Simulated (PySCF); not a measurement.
## Mayer bond orders and bond lengths

Compound: formaldoxime, CH₃NO.
Numbering: `[CH2:1]=[N:2][OH:3]` (hydrogens: H4, H5 on C1; H6 on O3)

Geometry (PBE0-D3(BJ)/def2-TZVP, Å), atoms numbered from 1 in this order:
```
atom  x, y, z in Å
C1    -0.8667   -0.0871    0.1676
N2     0.3039   -0.1998    0.6280
O3     1.2546    0.2492   -0.2635
H4    -1.6730   -0.4194    0.8096
H5    -1.0740    0.3205   -0.8209
H6     2.0808    0.1075    0.2072
```

Bond orders from the PBE0/pcSseg-2 density (PySCF). Geometry: PBE0-D3(BJ)/def2-TZVP, one conformer, isolated molecule.

Task: How far do the computed orders between heavy atoms stray from the drawn ones?

Result: The largest departure is 0.099, at N2–O3 (drawn single, 0.901).

Task: Give the Mayer order of every bond, beside its length.

Result: 
```json
{"bond": "C1–N2", "drawn as": "double", "length (Å)": "1.263", "Mayer order": "1.958"}
{"bond": "N2–O3", "drawn as": "single", "length (Å)": "1.379", "Mayer order": "0.901"}
{"bond": "C1–H4", "drawn as": "single", "length (Å)": "1.083", "Mayer order": "0.978"}
{"bond": "C1–H5", "drawn as": "single", "length (Å)": "1.089", "Mayer order": "0.977"}
{"bond": "O3–H6", "drawn as": "single", "length (Å)": "0.961", "Mayer order": "0.999"}
```

Task: Sum the orders of all bonds at each heavy atom with more than one neighbour and set the sums beside the valence in the SMILES.

Result: C1 3.913 (drawn 4), N2 2.859 (drawn 3), O3 1.900 (drawn 2). Orders between atoms that aren't bonded are not in these sums.

Mayer orders depend on the basis set.
